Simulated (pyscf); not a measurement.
Thermochemistry of product channels of H₂C=C(F)–F (SMILES C=C(F)F) + CH₃• (SMILES [CH3]) on the doublet surface, in kcal/mol, from ωB97M-D3(BJ)/def2-TZVP energies (ideal gas, 1 atm, RRHO with modes under 100 cm⁻¹ raised to 100, one conformer, R ln 2 for chiral ones without a mode under 150 cm⁻¹). Single points on ωB97X-D3(BJ)/def2-SVP structures (PySCF, gas phase).

| products | ΔE | ΔH(298 K) | ΔG(298 K) | ΔG(1200 K) |
|---|---|---|---|---|
| •H₂C–C(CH₃)(F)–F (SMILES [CH2]C(C)(F)F) | -32.9 | -29.9 | -20.0 | +8.9 |
| H₃C–CH₂–C•(F)–F (SMILES CC[C](F)F) | ? | -26.9 | -16.8 | +14.5 |

What belongs in the gaps?


- H₃C–CH₂–C•(F)–F (SMILES CC[C](F)F), ΔE: -31.8

The channel to •H₂C–C(CH₃)(F)–F turns unfavourable between 298 and 1200 K (ΔG from -20.0 kcal/mol to +8.9 kcal/mol). The channel to H₃C–CH₂–C•(F)–F turns unfavourable between 298 and 1200 K (ΔG from -16.8 kcal/mol to +14.5 kcal/mol).

These are energies of the channels, which say nothing of barriers.
